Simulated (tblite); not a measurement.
Species: C₃H₄ClFO (charge +1 and doublet state).
Numbering: `[F:1][CH2:2][O:3][CH+:4][CH:5][Cl:6]` (hydrogens: H7, H8 on C2; H9 on C4; H10 on C5)

The geometry is computed with GFN2-xTB (gas phase). This method treats the open shell by occupation alone, without spin polarisation.

(1) Give the optimised bond lengths and angles.

Results:

(1) 
```
        bond  length (bohr)   order
       F1–C2          2.528  single
       C2–O3          2.646  single
       O3–C4          2.457  single
       C4–C5          2.615  single
      C5–Cl6          3.134  single
C2–H7, C2–H8          2.087  single
       C4–H9          2.061  single
      C5–H10          2.053  single
```

Bonds in one row agree within 0.02 bohr and their mean is given. Orders are formal, as drawn. A selection of angles:
```
     angle  degrees
  F1–C2–O3    111.7
  F1–C2–H7    109.2
  O3–C2–H7    108.5
  H7–C2–H8    109.9
  C2–O3–C4    122.7
  O3–C4–C5    119.4
  O3–C4–H9    119.7
  C5–C4–H9    120.8
 C4–C5–Cl6    121.9
 C4–C5–H10    120.0
Cl6–C5–H10    118.1
```

Dihedral angles: F1–C2–O3–C4 0° (synperiplanar); C2–O3–C4–C5 180° (antiperiplanar); O3–C4–C5–Cl6 180° (antiperiplanar).

Of the pairs four or more bonds apart, F1···H9 is among the closest relative to their van der Waals radii: 2.25 Å, 84 % of the sum of Bondi's values. C4 (carbon bonded to C, O and H) is planar (angles 120.8°, 119.7° and 119.4°, sum 360.0°, 0.00 Å off the plane of its three neighbours). The 6 heavy atoms lie in one plane (0.002 Å rms). C5 (carbon bonded to C, Cl and H) is planar (angles 121.9°, 120.0° and 118.1°, sum 360.0°, 0.00 Å off the plane of its three neighbours). The C–O distances run from 1.300 Å (O3–C4, drawn single) to 1.400 Å (C2–O3, drawn single), a spread of 0.100 Å.

Point group: Cs (every atom within 0.08 Å of its image). Its GFN2-xTB frequencies are all real (lowest 103 cm⁻¹). 3 starts were optimised and ended at 0.00, 5.59 and 5.84 kcal/mol (GFN2-xTB); the lowest of these is shown.

One conformer stands for the species.
